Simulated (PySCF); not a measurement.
# Which determinant of LiSi lies lowest?

Unrestricted PBE0; Li def2-TZVPP, Si def2-TZVPP; no relativity (PySCF 2.14). Outer shells of the fragments: Li 2s1; Si 3s2 3p2.

Followed along the bond (rough minima from three points):

```json
{"2Ms+1": "4", "unpaired": "σ ↑, π ↑↑", "⟨S²⟩ at the start": "3.75", "R at minimum (Å)": "2.37", "Te (eV)": "0.00"}
{"2Ms+1": "2", "unpaired": "σ ↑, π ↑↓", "⟨S²⟩ at the start": "1.77", "R at minimum (Å)": "2.38", "Te (eV)": "0.48"}
{"2Ms+1": "2", "unpaired": "σ ↓, π ↑↑", "⟨S²⟩ at the start": "1.77", "R at minimum (Å)": "2.40", "Te (eV)": "0.52"}
{"2Ms+1": "2", "unpaired": "π ↑", "⟨S²⟩ at the start": "0.76", "R at minimum (Å)": "2.56", "Te (eV)": "0.59"}
{"2Ms+1": "2", "unpaired": "σ ↑", "⟨S²⟩ at the start": "0.76", "R at minimum (Å)": "2.39", "Te (eV)": "1.32"}
```

Solutions found at the starting distance of 2.400 Å, counted from the lowest of them; the search is not exhaustive and high or unbound solutions are not listed, so other states can lie among these:

```tsv
2Ms+1	unpaired	term	E (eV)	⟨S²⟩	⟨Lz²⟩	μ (D)
4	σ ↑, π ↑↑	⁴Σ⁻	0.00	3.75	0.00	-6.09
2	σ ↑, π ↑↓	mixed	0.48	1.77	2.03	-6.07
2	σ ↓, π ↑↑	mixed	0.52	1.77	0.00	-6.24
2	π ↑	²Π	0.64	0.76	1.01	-5.46
2	σ ↑	mixed	1.32	0.76	2.00	-5.62
2	π ↑	²Π	2.06	0.76	1.02	-5.28
4	σ ↑↑, π ↑	⁴Π	2.25	3.76	1.01	4.95
2	σ ↑↑, π ↓	mixed	2.54	1.77	1.01	5.01
4	σ ↑, π ↑↑	mixed	3.54	3.76	2.01	1.15
4	σ ↑↑, π ↑	⁴Π	6.06	3.80	1.01	-5.56
```

A term symbol is given only where ⟨S²⟩ and ⟨Lz²⟩ are close to those of a pure state; real π, δ and φ orbitals otherwise mix terms. A positive dipole means Li(−)Si(+).
